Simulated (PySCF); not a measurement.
1,1,1-trifluoroethane, C₂H₃F₃.
SMILES with atom numbers: `[CH3:1][C:2]([F:3])([F:4])[F:5]` (hydrogens: H6, H7, H8 on C1)

The geometry is computed with GFN2-xTB (gas phase).

Entries marked ? are missing. Bonds in one row agree within 0.01 Å.

```tsv
coordinate	value
C1–C2	?
C2–F3, C2–F4, C2–F5	?
C1–H6, C1–H7, C1–H8	1.087 Å
C2–C1–H6	?
H6–C1–H7	?
C1–C2–F3	112.3°
F3–C2–F4	?
```

Question: Estimate the withheld lengths and angles.

Answer: 
- C1–C2 = 1.508 Å, drawn single (methyl carbon to CF3 carbon); 0.01 Å below the sum of covalent radii, 1.52 Å.
- C2–F3, C2–F4, C2–F5 = 1.342 Å, drawn single (CF3 carbon to fluorine of a CF3 group); 0.01 Å above the sum of covalent radii, 1.33 Å.
- C2–C1–H6 = 109.0°, at the methyl carbon; the outer atoms are 2.127 Å apart.
- H6–C1–H7 = 109.9°, at the methyl carbon; the outer atoms are 1.779 Å apart.
- F3–C2–F4 = 106.4°, at the CF3 carbon; the outer atoms are 2.149 Å apart.

Radii are Cordero's, carbon taken as 0.76, 0.73 or 0.69 Å for four, three, and two or fewer neighbours.

No GFN2-xTB frequencies stand behind this structure, so it isn't proved a minimum.
